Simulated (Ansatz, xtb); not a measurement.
**Two structures of CH4FSi+**

Structure a is `FC[SiH2+]`, a singlet and structure b is a singlet given by its coordinates. Both are isolated ions in the gas phase, relaxed with PBE0-D3(BJ)/def2-SVP; the shapes shown needn't be the lowest conformers.

a (Å):

```xyz
7

C    -1.5464   -0.0989    0.3589
F    -1.3116    1.0280   -0.3402
Si    0.0391   -0.9071    0.9065
H     1.3546   -0.3158    0.5712
H    -2.1649    0.0956    1.2637
H    -2.1255   -0.8418   -0.2342
H    -0.0263   -2.1623    1.6903
```

b (Å):

| atom | x (Å) | y (Å) | z (Å) |
| --- | --- | --- | --- |
| C | -1.0198 | -0.8100 | 0.5151 |
| F | -1.8160 | 0.4650 | 0.1392 |
| Si | -2.8479 | -0.9985 | 0.5256 |
| H | -0.4150 | -1.0663 | -0.3633 |
| H | -0.4565 | -0.5651 | 1.4238 |
| H | -3.5734 | -0.7334 | 1.7793 |
| H | -3.5151 | -1.4324 | -0.7132 |

Close contacts (Å): C1–F2 1.55, C1–Si3 1.84, F2–Si3 1.83, C1–H4 1.10, C1–H5 1.10, Si3–H6 1.47, Si3–H7 1.47.

Energies in hartree; the thermal terms are from PBE0-D3(BJ)/def2-SVP harmonic frequencies (ideal gas, rigid rotor, one conformer each, 200 K, 1 atm) and include the zero-point energy:

|  | a | b |
| --- | --- | --- |
| E, CCSD(T)/def2-TZVPP | −428.869683 | −428.887675 |
| zero-point energy | 0.044607 | 0.045986 |
| H(200 K) − E | 0.047852 | 0.048858 |
| G(200 K) − E | 0.028103 | 0.029873 |

**Question.** Work out ΔE, ΔE₀, ΔH and ΔG for a → b in kcal/mol (1 Eh = 627.51 kcal/mol) and the equilibrium ratio [b]/[a].

**Answer.** 1. ΔE = −428.887675 − (−428.869683) = −0.017992 Eh = −11.29 kcal/mol.
2. ΔE₀ = ΔE + ΔZPE = −0.017992 + (+0.001379) Eh = −10.42 kcal/mol.
3. ΔH = ΔE + (+0.001006) Eh = −10.66 kcal/mol.
4. ΔG = ΔE + (+0.001770) Eh = −10.18 kcal/mol, so ΔS = (ΔH − ΔG)/T = −10.0 J/(mol K).
5. kT = 0.6334 mEh, so K = [b]/[a] = exp(−ΔG/kT) = exp(+25.61) ≈ 1.3 × 10^11.

Structure b is favoured at this temperature. An error of 1 kcal/mol in ΔG would change K by a factor of 12. Mirror images and further conformers aren't counted.

Other levels gave ΔE = −7.5 (PBE0-D3(BJ)/def2-SVP); −7.1 (HF/def2-TZVPP); −11.4 (MP2/def2-TZVPP) kcal/mol. The correlated steps freeze 7 core orbitals. Programs: Ansatz 0.2.0.
